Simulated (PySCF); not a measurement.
**LiCl₂−, a complex of two parts: interaction energy**

One table from this session's results is given with a row withheld; the runs are named, their logs left out.

Computed with PySCF 2.14.0; each step states its level. No surroundings beyond the atoms listed, unless a continuum is named. Atoms count from 0, parts from 1.

## The system as given

3 atoms, charge -1, multiplicity 1; geometry: GFN2-xTB. Parts: 1 = atoms 0–1, `[Li][Cl]`, charge 0; 2 = atom 2, `[Cl-]`, charge -1.

Set-up of the first run:

Job settings and geometry (Å):

```
{"job": {"xc": "PBE0", "basis": "def2-TZVPD", "d3": "d3bj", "grid": 3, "kind": "geom", "shake": 0.01}, "charge": -1, "multiplicity": 1, "parts": [{"atoms": "0-1", "charge": 0, "multiplicity": 1}, {"atoms": "2-2", "charge": -1, "multiplicity": 1}]}
Li     0.142689    -1.140195    -0.171168
Cl    -0.194226     0.920622     0.160329
Cl     0.414681    -3.156550    -0.522153
```

Command:

```
$ OMP_NUM_THREADS=1 python cluster_run.py task.json out
```

One launch serves the whole session: the jobs run in the order shown.

Steps of the session up to this table: Relaxing the molecule at PBE0-D3(BJ)/def2-TZVPD; Coupled-cluster interaction energy: CCSD(T) and MP2, 2.15 Å; Coupled-cluster interaction energy: CCSD(T) and MP2, 2.26 Å; Coupled-cluster interaction energy: CCSD(T) and MP2, 2.37 Å; Coupled-cluster interaction energy: CCSD(T) and MP2, 2.04 Å; Coupled-cluster interaction energy: CCSD(T) and MP2, 2.69 Å; Coupled-cluster interaction energy: CCSD(T) and MP2, 1.94 Å; Coupled-cluster interaction energy: CCSD(T) and MP2, 3.23 Å; Coupled-cluster interaction energy: CCSD(T) and MP2, 4.30 Å.

One of the session's tables, all rows but one given; the rest of the session is left out.

It belongs to the step «Coupled-cluster interaction energy: CCSD(T) and MP2, 4.30 Å». 

```
                 method  interaction energy (kcal/mol)
         HF/aug-cc-pVDZ                         -22.47
        MP2/aug-cc-pVDZ                         -22.42
       CCSD/aug-cc-pVDZ                         -22.40
    CCSD(T)/aug-cc-pVDZ                         -22.39
         HF/aug-cc-pVQZ                         -22.35
        MP2/aug-cc-pVQZ                         -22.30
    SCS-MP2/aug-cc-pVQZ                              ?
      MP2, extrapolated                         -22.30
CCSD(T), limit estimate                         -22.26
```

Q: Estimate the row for SCS-MP2/aug-cc-pVQZ from the others.

The run gave: interaction energy (kcal/mol): -22.28. In the column «interaction energy (kcal/mol)» it lies between MP2, extrapolated (-22.30) and CCSD(T), limit estimate (-22.26).
